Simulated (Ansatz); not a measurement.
**H3O+ with N2: structure and interaction energy**

The task here is to estimate one member of a computed series from the others.

Computed with Ansatz 0.2.0, Gaussian basis. Level: PBE0-D4 structure, single points in def2-TZVPPD.

Levels: PBE-D4, revPBE-D4, BLYP-D4, r2SCAN-D4, B97M-V, PBE0-D4, B3LYP-D4, HSE06-D4, wB97X-V, wB97M-V, B2PLYP, Hartree-Fock, MP2, CCSD, CCSD(T). The reference is CCSD(T) extrapolated to the basis limit.

Correlated methods freeze the cores. B3LYP uses VWN-RPA correlation. B2PLYP carries no dispersion term here.

176 further runs of the same task are left out: 176 set aside as unsound or not needed.

**The starting structure**

The pair, from a GFN2-xTB docking trial: 6 atoms, charge 1, spin multiplicity 1.

Atoms are counted from 1 here; the program's logs count them from 0.

Bond lengths: O1–H2 1.084 Å, O1–H3 0.976 Å, O1–H4 0.976 Å, N5–N6 1.092 Å. Angles: H2–O1–H3 112.4°, H2–O1–H4 114.4°, H3–O1–H4 110.7°.

Geometry (Å):

```xyz
6

O    -0.1550    0.2084   -1.0515
H    -0.0218    0.1151    0.0199
H    -0.8193   -0.4163   -1.3996
H     0.6720    0.1553   -1.5664
N     0.2088   -0.0727    2.5412
N     0.1153    0.0103    1.4563
```

Atoms 1 to 4 are fragment A (H3O+), the rest fragment B (N2).

Set-up of the first run:

Contents of pre/in.yaml:

```yaml
crystal:
  periodic: [false, false, false]
  atoms:
    - {symbol: O, position_ang: [-0.155000, 0.208400, -1.051500]}
    - {symbol: H, position_ang: [-0.021800, 0.115100, 0.019900]}
    - {symbol: H, position_ang: [-0.819300, -0.416300, -1.399600]}
    - {symbol: H, position_ang: [0.672000, 0.155300, -1.566400]}
    - {symbol: N, position_ang: [0.208800, -0.072700, 2.541200]}
    - {symbol: N, position_ang: [0.115300, 0.010300, 1.456300]}
basis:
  gaussian: {orbitals: def2-SVP}
total_charge: 1
hamiltonian: {xc: pbe, dispersion: d4}
relax: {f_tol: 0.03, max_steps: 250}
```

The run is started by

```sh
ansatz run in.yaml --threads 2 --pin off --events-out ev --progress --plain --max-ram 5222MiB
```

Steps of the session up to this table: A first relaxation in a small basis; Relaxation at PBE0-D4; PBE-D4/def2-TZVPPD; r2SCAN-D4/def2-TZVPPD; PBE0-D4/def2-TZVPPD; B3LYP-D4/def2-TZVPPD; wB97X-V/def2-TZVPPD; wB97M-V/def2-TZVPPD; B2PLYP/def2-TZVPPD; BLYP-D4/def2-TZVPPD; revPBE-D4/def2-TZVPPD; B97M-V/def2-TZVPPD; HSE06-D4/def2-TZVPPD; CCSD(T)/def2-TZVPPD; MP2/def2-QZVPPD; Vibrations of the pair.

One table of the session follows, with a row left open; its other results are not shown here.

| method | interaction (kcal/mol) |
| --- | --- |
| PBE-D4 | -14.01 |
| revPBE-D4 | -12.96 |
| BLYP-D4 | -13.16 |
| r2SCAN-D4 | -12.71 |
| B97M-V | -12.45 |
| PBE0-D4 | -13.07 |
| B3LYP-D4 | -12.77 |
| HSE06-D4 | -13.07 |
| wB97X-V | -11.98 |
| wB97M-V | -11.79 |
| B2PLYP | -12.06 |
| Hartree-Fock | ? |
| MP2 | -11.80 |
| CCSD | -10.99 |
| CCSD(T) | -11.57 |
| CCSD(T)/CBS | -11.92 |

Estimate the missing values for Hartree-Fock.

The run gave: interaction (kcal/mol): -8.03. In the column «interaction (kcal/mol)» it is the highest.

Among the levels timed on like hardware and quicker than the yardstick, those that no quicker one beats, quickest first: PBE-D4 (2.9 s, -2.09 kcal/mol); revPBE-D4 (3 s, -1.04 kcal/mol); B3LYP-D4 (4.2 s, -0.85 kcal/mol); r2SCAN-D4 (5.4 s, -0.79 kcal/mol); B2PLYP (6.9 s, -0.14 kcal/mol); wB97X-V (10 s, -0.06 kcal/mol).

wB97X-V reaches 0.06 kcal/mol from the reference in 10 s, where CCSD(T)/CBS took 38 s; the quickest level in the cost chart, PBE-D4, takes 2.9 s and misses by 2.09 kcal/mol.

Caveats from the session: A lower arrangement may exist.
